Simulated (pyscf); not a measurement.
# Four-centre exchange: Br–B(Br)–Br + water (H₂O) -> hydrogen bromide (HBr) + HO–B(Br)–Br

Gas phase, singlet surface, charge 0. Bonds broken: Br1–B2, O5–H6. Bonds formed: Br1–H6, B2–O5. PySCF, gas phase, ωB97X-D3(BJ)/def2-SVP geometries.

Transition state (Å):

```xyz
7

Br    -0.0549     0.5911     1.8520
B     -1.2058    -0.2774    -0.1021
Br    -1.0012    -2.1913    -0.1245
Br    -2.9484     0.5059    -0.0981
O     -0.1799     0.4639    -0.8643
H      0.2733     0.8437     0.2404
H      0.4412    -0.1475    -1.2923
```

One imaginary mode, 1170i cm⁻¹; descent along it reached the two sides named, in the forms told below.

| bond | change | reactant side (Å) | saddle | product side |
|---|---|---|---|---|
| Br1–B2 | breaks | 1.981 | 2.428 | 3.5 |
| O5–H6 | breaks | 0.975 | 1.253 | 3.4 |
| Br1–H6 | forms | 2.573 | 1.664 | 1.421 |
| B2–O5 | forms | 1.653 | 1.477 | 1.337 |

Electronic energies relative to the separated reactants (eV):

```
level                   barrier  reaction energy  reverse barrier
----------------------  -------  ---------------  ---------------
ωB97X-D3(BJ)/def2-TZVP     0.35            -0.67             1.01
PBE/def2-TZVP              0.19            -0.69             0.88
r²SCAN/def2-TZVP           0.17            -0.75             0.92
B3LYP-D3(BJ)/def2-TZVP     0.29            -0.75             1.05
PBE0-D3(BJ)/def2-TZVP      0.20            -0.69             0.89
M06-2X/def2-TZVP           0.24            -0.78             1.02
ωB97M-D3(BJ)/def2-TZVP     0.30            -0.80             1.10
HF/def2-TZVP               0.96            -0.94             1.90
```

With ωB97M-D3(BJ)/def2-TZVP energies and thermal terms (ideal gas, 1 atm, RRHO with modes under 100 cm⁻¹ raised to 100, one conformer, R ln 2 for chiral ones without a mode under 150 cm⁻¹), in eV:

| T (K) | ΔH‡ | ΔG‡ | ΔH | ΔG |
|---|---|---|---|---|
| 298 | 0.22 | 0.66 | -0.84 | -0.86 |
| 600 | 0.22 | 1.11 | -0.84 | -0.87 |
| 900 | 0.25 | 1.54 | -0.83 | -0.89 |
| 1200 | 0.29 | 1.97 | -0.81 | -0.91 |

On the reactant side the descent ends in an adduct with a B–O contact, 0.48 eV under the separated species and 0.83 eV under the saddle at ωB97X-D3(BJ)/def2-TZVP. What is counted as formed (B–O) is already present as a longer contact in the reactant adduct; forming that adduct is a step of its own. One saddle was located; it need not be the lowest between these sides. Elements up to Kr have no core potential and no relativistic terms here.
